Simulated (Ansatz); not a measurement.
A calculation with Ansatz (development build ahead of 0.2.0).

```yaml
crystal:
  periodic: [false, false, false]
  atoms:
    - { symbol: C, position_ang: [-0.03963, -0.0016, -0.00123] }
    - { symbol: O, position_ang: [0.0073, 0.02197, 1.20752] }
    - { symbol: H, position_ang: [0.02516, 0.93224, -0.59338] }
    - { symbol: H, position_ang: [0.00717, -0.95262, -0.5744] }
basis:
  gaussian: { orbitals: def2-SVP }
hamiltonian:
  xc: hf
```

The input is written out in the form of the current development build from the run's settings.

Results

| Item | Value |
| --- | --- |
| Converged | yes |
| Total energy | -113.77680 hartree |
| Spin squared of the determinant | 0.000 |
